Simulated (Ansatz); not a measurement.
**Si–AsH2, doublet: the ladder up to UCCSDT(Q)**

Geometry: a PBE0/def2-TZVP stationary point for this spin, not checked as a minimum.

```yaml
atoms:
  - { symbol: Si, position_ang: [0.0412, 0.0000, 1.7137] }
  - { symbol: As, position_ang: [-0.0396, 0.0000, -0.6161] }
  - { symbol: H, position_ang: [0.8969, 1.1361, -0.9789] }
  - { symbol: H, position_ang: [0.8969, -1.1361, -0.9789] }
```

Basis cc-pVDZ; Ansatz 0.2.0. Only valence electrons are correlated (noble-gas cores and the filled d shells of p-block atoms frozen), which leaves 11 electrons in 36 orbitals. Prefix R: restricted or restricted open-shell reference; prefix U: unrestricted. Active spaces: valence = (11e, 10o) chosen from the atoms' valence shells. No spin–orbit coupling is included, and no scalar relativity.

Full CI isn't at hand for all of this; UCCSDT(Q) serves as the reference, and is uncertain by the last step of the cluster series or more. The frozen core follows each run's orbitals, which can shift R against U totals by a few meV for light atoms and by up to 0.1 eV past Ca.

```
UHF ⟨S²⟩                          : 0.839
T1 diagnostic (RCCSD)             : 0.0247
largest doubles amplitude (RCCSD) : 0.065
T1 diagnostic (UCCSD)             : 0.0363
```

**Question.** From what is known of these methods and the diagnostics, rank them by the size of their error in total energy against UCCSDT(Q) in cc-pVDZ, smallest first (an estimate: the text doesn't fix the numbers).
A. UCCSD
B. UHF
C. UCCSD(T)
D. UMP2
E. UCCSDT

**Answer.** E (1.2 kJ/mol), C (4.7 kJ/mol), A (22.9 kJ/mol), D (128.3 kJ/mol), B (577.6 kJ/mol).

All errors are against UCCSDT(Q) in cc-pVDZ. Within each family the higher level lies nearer, as is usual though not guaranteed.

Natural occupations of CASSCF (valence space) about the gap: 1.973 1.968 1.967 1.934 1.001 0.071 0.037 0.031 0.026; effectively unpaired electrons, Σ n²(2−n)², 1.06.

Atomization energy (electronic, same basis, no zero-point term; atoms at the same level, unrestricted beside the R rows where the molecule is a closed shell, but restricted open-shell past Ca, as are all atoms' steps beyond CCSDT(Q)) at UCCSDT(Q): 713.4 kJ/mol. Errors of other levels:

```json
{"level": "UHF", "error (kJ/mol)": "-220.3"}
{"level": "UMP2", "error (kJ/mol)": "-33.3"}
{"level": "UCCSD", "error (kJ/mol)": "-16.6"}
{"level": "UCCSD(T)", "error (kJ/mol)": "-3.0"}
{"level": "UCCSDT", "error (kJ/mol)": "-1.0"}
```

This basis is far from its limit, so the value isn't to be set against a measured one.
